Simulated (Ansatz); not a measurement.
System: zinc-blende BeSe. Method: LDA in Ansatz (PAW).

Settings: plane-wave cutoff 520 eV, 12×12×12 k mesh, Fermi–Dirac smearing 0.01 eV, scalar-relativistic PAW data made under PBE.

The cell is scaled about its equilibrium volume:

```csv
V (Å³/atom),P (GPa),direct gap at Γ (eV),smallest gap on the k mesh (eV)
15.416,5.86,4.914,2.259
15.744,3.72,4.748,2.309
16.072,1.77,4.588,2.357
16.400,0.01,4.435,2.402
16.728,-1.60,4.287,2.444
17.056,-3.05,4.144,2.484
17.384,-4.36,4.007,2.522
```

The fundamental gap (2.40 eV at the equilibrium volume, with added k points) lies elsewhere than Γ–Γ.

Spin–orbit coupling is not included.

Ansatz is a program for electronic structure.
